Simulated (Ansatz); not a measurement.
# B₃H+ (doublet): from Hartree-Fock to the top rungs, cc-pVDZ

The task here is to estimate one member of a computed series from the others.

Computed with Ansatz 0.2.0, Gaussian basis. Level: cc-pVDZ, core rule «outside noble gas», up to 3 orbitals frozen.

The runs, in order: UHF; CCSD(T) on ROHF; CCSD(T) on UHF; BCCD(T) on ROHF; CISD; CCSDT(Q) on ROHF; CCSDT(Q) on UHF; CASSCF and MRCISD+Q, 9 electrons in 9 orbitals; CASSCF and NEVPT2, 9 electrons in 9 orbitals.

25 further runs of the same task are left out: 9 that didn't finish, 16 set aside as unsound or not needed.

## What is computed

The geometry is a PBE0/def2-TZVP stationary point (not a proven minimum) of the parent state, kept for this charge and spin.

4 atoms, charge 1, spin multiplicity 2.

Atoms are counted from 1 here; the program's logs count them from 0.

Bond lengths: B1–B2 1.556 Å, B1–B3 1.548 Å, B2–B3 1.853 Å, B2–H4 1.183 Å. Angles: B2–B1–B3 73.3°, B1–B2–B3 53.2°, B1–B2–H4 169.4°, B3–B2–H4 137.4°, B1–B3–B2 53.5°.

The first run:

File in.yaml:

```yaml
crystal:
  periodic: [false, false, false]
  atoms:
    - {symbol: B, position_ang: [0.000000, -0.796508, -0.346642]}
    - {symbol: B, position_ang: [0.000000, 0.061998, 0.950518]}
    - {symbol: B, position_ang: [0.000000, 0.685766, -0.794078]}
    - {symbol: H, position_ang: [0.000000, 0.522819, 2.040076]}
basis:
  gaussian: {orbitals: cc-pVDZ}
total_charge: 1
magnetization: {spin_polarized: true, initial_magnetization: 1}
hamiltonian: {xc: hf}
output: {orbitals: {seedname: orbitals}}
```

Run with:

```
ansatz run in.yaml --threads 1 --pin off --events-out ev --progress --plain --max-ram 2393MiB
```

Steps of the session up to this table: UHF; CCSD(T) on ROHF; CCSD(T) on UHF; BCCD(T) on ROHF; CISD; CCSDT(Q) on ROHF; CCSDT(Q) on UHF; CASSCF and MRCISD+Q, 9 electrons in 9 orbitals; CASSCF and NEVPT2, 9 electrons in 9 orbitals.

One of the session's tables, all rows but one given; the rest of the session is left out.

```
           method  from RCCSDT(Q) (kJ/mol)
             ROHF                   +664.7
             RMP2                   +136.1
             UMP2                   +189.8
             CISD                   +108.9
            RCCSD                    +53.1
            UCCSD                    +51.7
         RCCSD(T)                     +8.7
         UCCSD(T)                    +10.9
          BCCD(T)                     +9.2
           RCCSDT                     +4.1
           UCCSDT                     +3.6
        RCCSDT(Q)                        0
        UCCSDT(Q)                     -1.3
  CASSCF frontier                   +387.5
  NEVPT2 frontier                   +106.0
  MRCISD frontier                    +30.9
MRCISD+Q frontier                        ?
```

Estimate the missing values for MRCISD+Q frontier.

**Answer.** from RCCSDT(Q) (kJ/mol): +2.9. In the column «from RCCSDT(Q) (kJ/mol)» it lies between RCCSDT(Q) (0) and UCCSDT (+3.6).

Left out of the table: UHF (another determinant or state than the rows shown).

Limits of these values: The determinant is far from a pure spin state, so its energy mixes those of several spin states (harmless only where they are near-degenerate, as at dissociation). Warnings: spin contamination; coupled cluster took another determinant than the lowest. Restricted and unrestricted rows rest on different reference determinants; where their highest levels disagree by more than a few hundredths of an eV, they describe different states and don't form one ladder.
